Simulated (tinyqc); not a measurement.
Worked calculation: Born-Oppenheimer dynamics on the UHF/sto-3g surface (energies and gradients from PySCF), for LiH+, spin multiplicity 2. Computed by tinyqc, a small Python program that keeps every step (integrals from PySCF). Settings: charge = 1, multiplicity = 2, basis = sto-3g, time step (fs) = 2.0, steps = 16. Command: `OMP_NUM_THREADS=1 python tinyqc.py 29460 29461 out.jsonl` (the two numbers bound the seeds that draw the settings). One thread of a shared host (Intel(R) Xeon(R) Processor @ 2.60GHz), about 1 s of CPU time with the checks.

## Velocity Verlet step 1

positions (bohr):
```
           x        y        z
1Li  0.00000  0.00000  0.00000
2H   0.00000  0.00000  3.17096
```

velocities (bohr per atomic time unit):
```
               x            y            z
1Li   0.00003504  -0.00002537  -0.00002085
2H   -0.00024396   0.00017663   0.00014515
```

gradient (hartree/bohr):
```
             x          y           z
1Li  0.0000000  0.0000000   0.0197687
2H   0.0000000  0.0000000  -0.0197687
```

masses (electron masses): 1Li 12789.39291, 2H 1837.15259

gradient after step 1 (hartree/bohr):
```
              x           y           z
1Li  -0.0001208   0.0000875   0.0169031
2H    0.0001208  -0.0000875  -0.0169031
```

dt = 2 fs = 82.6827 atomic units; x' = x + v dt - g dt^2 / (2m); after the new gradient g', v' = v - (g + g') dt / (2m).

positions after step 1 (bohr):
```
            x         y         z
1Li   0.00290  -0.00210  -0.00701
2H   -0.02017   0.01460   3.21974
```

velocities after step 1 (bohr per atomic time unit):
```
               x            y            z
1Li   0.00003543  -0.00002565  -0.00013939
2H   -0.00024668   0.00017860   0.00097037
```

## Velocity Verlet step 2

gradient after step 2 (hartree/bohr):
```
              x           y           z
1Li  -0.0001557   0.0001127   0.0111969
2H    0.0001557  -0.0001127  -0.0111969
```

As before.

positions after step 2 (bohr):
```
            x         y         z
1Li   0.00586  -0.00424  -0.02305
2H   -0.04079   0.02953   3.33143
```

velocities after step 2 (bohr per atomic time unit):
```
               x            y            z
1Li   0.00003633  -0.00002630  -0.00023022
2H   -0.00025290   0.00018310   0.00160271
```

## Energy conservation

The total energy should stay constant up to terms of order dt^2; the step counts as short enough if it moves by less than 2 % of the largest kinetic energy.

Trajectory:
```
time (fs)  1Li-2H (angstrom)  potential (hartree)  kinetic (hartree)  total (hartree)
0.00000              1.67800           -7.6174888          0.0001174       -7.6173714
2.00000              1.70759           -7.6185130          0.0010866       -7.6174264
4.00000              1.77537           -7.6203008          0.0028009       -7.6175000
6.00000              1.86849           -7.6217021          0.0041740       -7.6175281
8.00000              1.97301           -7.6221608          0.0046473       -7.6175134
10.00000             2.07741           -7.6217690          0.0042846       -7.6174845
12.00000             2.17364           -7.6208855          0.0034259       -7.6174596
14.00000             2.25663           -7.6198514          0.0024077       -7.6174437
16.00000             2.32348           -7.6188964          0.0014612       -7.6174352
18.00000             2.37264           -7.6181480          0.0007167       -7.6174313
20.00000             2.40335           -7.6176670          0.0002372       -7.6174298
22.00000             2.41528           -7.6174780          0.0000486       -7.6174294
24.00000             2.40833           -7.6175882          0.0001585       -7.6174297
26.00000             2.38257           -7.6179935          0.0005627       -7.6174308
28.00000             2.33823           -7.6186752          0.0012413       -7.6174339
30.00000             2.27595           -7.6195846          0.0021437       -7.6174409
32.00000             2.19701           -7.6206154          0.0031608       -7.6174545
```

The total energy moves within 1.6e-04 hartree; that is over 2 % of the largest kinetic energy, so the time step is too long.
